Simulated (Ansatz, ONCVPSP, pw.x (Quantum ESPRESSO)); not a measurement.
# pw.x on diamond Ge: one setting changed

Potential: optimised norm-conserving Vanderbilt (ONCV), ONCVPSP 4.0.1.1 (patched build), PBE; core [Ar] 3d10, reference 4s2 4p2; waves: 4s: rc 1.65 bohr, ncon 5, nbas 9, qcut 4.8 1/bohr, 1 projector; 4p: rc 2.30 bohr, ncon 3, nbas 7, qcut 2.9 1/bohr, 1 projector; d scattering state at 0.45 Ha: rc 2.25 bohr, ncon 3, nbas 7, qcut 3.7 1/bohr, 1 projector; local part: polynomial inside 1.35 bohr (lpopt 5, dvloc0 0 Ha); core correction: none.

The reference run (k-mesh 8³, cutoffs 35/140 Ry, Fermi–Dirac 0.01 Ry, mixing_beta 0.4, conv_thr 1e-9, no spin) gives -0.33 GPa at 23.951 Å³/atom, where all-electron LAPW gives 0.00 GPa. This run, with its own iteration cap, changes k-mesh shift to 1.

```
&control
  calculation='scf', prefix='x', pseudo_dir='./', outdir='./tmp', tstress=.true., disk_io='none'
/
&system
  ibrav=0, nat=2, ntyp=1, ecutwfc=35, ecutrho=140, nbnd=11,
  occupations='smearing', smearing='fd', degauss=0.01
/
&electrons
  conv_thr=1e-09, mixing_beta=0.4, electron_maxstep=70
/
ATOMIC_SPECIES
Ge 1.0 Ge.UPF
CELL_PARAMETERS angstrom
  0.00000000 2.88253474 2.88253474
  2.88253474 0.00000000 2.88253474
  2.88253474 2.88253474 0.00000000
ATOMIC_POSITIONS crystal
Ge 0.0000 0.0000 0.0000
Ge 0.2500 0.2500 0.2500
K_POINTS automatic
8 8 8 1 1 1
```

```bash
pw.x < Ge.scf.in > Ge.scf.out
```

How does the run end?

It converges in 7 iterations; the free energy moves by -4.3 meV/atom and the pressure by -0.08 GPa.

```
Message from routine setup:
     using ibrav=0 with symmetry is DISCOURAGED, use correct ibrav instead
     lattice parameter (alat)  =       7.7035  a.u.
     unit-cell volume          =     323.2587 (a.u.)^3
     number of electrons       =         8.00
     number of Kohn-Sham states=           11
     kinetic-energy cutoff     =      35.0000  Ry
     charge density cutoff     =     140.0000  Ry
     scf convergence threshold =      1.0E-09
     Exchange-correlation= PBE
     number of k points=    60  Fermi-Dirac smearing, width (Ry)=  0.0100
     iteration #  1     ecut=    35.00 Ry     beta= 0.40
     total energy              =     -15.76707979 Ry
     estimated scf accuracy    <       0.03045144 Ry
     iteration #  2     ecut=    35.00 Ry     beta= 0.40
     total energy              =     -15.76621136 Ry
     estimated scf accuracy    <       0.00935401 Ry
     iteration #  3     ecut=    35.00 Ry     beta= 0.40
     total energy              =     -15.76656086 Ry
     estimated scf accuracy    <       0.00011377 Ry
     iteration #  4     ecut=    35.00 Ry     beta= 0.40
     total energy              =     -15.76658946 Ry
     estimated scf accuracy    <       0.00000252 Ry
     iteration #  5     ecut=    35.00 Ry     beta= 0.40
     total energy              =     -15.76659004 Ry
     estimated scf accuracy    <       0.00000021 Ry
     iteration #  6     ecut=    35.00 Ry     beta= 0.40
     total energy              =     -15.76659007 Ry
     estimated scf accuracy    <          6.0E-09 Ry
     iteration #  7     ecut=    35.00 Ry     beta= 0.40
     the Fermi energy is     5.2835 ev
!    total energy              =     -15.76659008 Ry
     estimated scf accuracy    <          3.8E-11 Ry
     smearing contrib. (-TS)   =      -0.00049911 Ry
     The total energy is F=E-TS. E is the sum of the following terms:
     one-electron contribution =       3.47902058 Ry
     hartree contribution      =       1.20535729 Ry
     xc contribution           =      -4.62789031 Ry
     ewald contribution        =     -15.82257853 Ry
     convergence has been achieved in   7 iterations
          total   stress  (Ry/bohr**3)                   (kbar)     P=       -4.10
     Message from routine punch:
     Nothing written, as per user request (disk_io='none')
```

The run took about 15 s on one core of a shared host (AMD EPYC 7R43 64-Core Processor, 256 threads, 1004 GiB, load 172).
